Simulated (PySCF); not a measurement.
Gas-phase reaction: 2 BF3.H2O + BF + H2O2 → 3 BH2F + 4 FO, at 1800 K and a standard pressure of 1 bar. Level: HF/def2-TZVP†.

Energies from PySCF, thermal terms from the rigid-rotor harmonic-oscillator model, ideal gas at 1 bar. S°(298 K) at PBE0/def2-TZVP differs from the NASA 1993 table for H2O2 (-8 J/mol/K); whether the harmonic model or the table's entry is off was not settled. † marks an energy on the PBE0/def2-TZVP geometry and frequencies. Open shells (unrestricted): FO (multiplicity 2, electronic degeneracy 4); the rest are closed-shell singlets. Spin-orbit splitting is ignored; it lowers the true energy and changes the entropy of FO. No R ln 2 is added for the mirror-image form of H2O2. Adducts (BF3.H2O) have no counterpoise correction, and HF, PBE, BLYP, B3LYP and PBE0 lack dispersion. BF3.H2O, BH2F: computed as isolated molecules; such fragments, hydroxides, amides, oligomers or adducts are transient or little studied in the gas. The harmonic model lacks anharmonicity and excited electronic states, which grow with temperature; levels with a mode under 35 cm⁻¹ are left out. Internal rotation in BF3.H2O, H2O2 is treated as a harmonic vibration of one conformer, which makes the entropy rough.

| species | E (Ha) | H(1800 K) − E (kJ/mol) | S°(1800 K) (J/mol/K) |
|---|---|---|---|
| BF3.H2O | -399.41079 | 311.9 | 538.9 |
| BF | -124.16221 | 68.9 | 260.3 |
| H2O2 | -150.84255 | 173.8 | 329.1 |
| BH2F | -125.37938 | 164.2 | 325.6 |
| FO | -174.20334 | 68.4 | 278.1 |
E: electronic energy; H − E holds the zero-point and thermal terms. 1 Ha = 2625.5 kJ/mol.

Q: Work out ΔH°, ΔS°, ΔG° and log10 K from these numbers.

A: 1. ΔE = 3×(-125.37938) + 4×(-174.20334) − 2×(-399.41079) − 1×(-124.16221) − 1×(-150.84255) = 0.87484 Ha = 2296.9 kJ.
2. Δ(H − E) = 3×(164.2) + 4×(68.4) − 2×(311.9) − 1×(68.9) − 1×(173.8) = -100.3 kJ, so ΔH° = 2196.6 kJ.
3. ΔS° = 3×(325.6) + 4×(278.1) − 2×(538.9) − 1×(260.3) − 1×(329.1) = 422.0 J/K; the number of gas molecules changes by +3.
4. ΔG° = ΔH° − TΔS° = 2196.6 − 1800×(422.0)/1000 = 1437.0 kJ.
5. log10 K = −ΔG°/(RT ln 10) = -41.70, with RT ln 10 = 34.46 kJ/mol; at standard pressures the reactants are favoured.
6. A shift of 10 kJ in ΔE would move log10 K by 0.29 here.
For scale, ΔH°(298 K) is 2233 kJ at this level, 2510 kJ at ωB97M-V/def2-TZVP†, and runs from 2233 to 2726 kJ over the 19 levels computed.
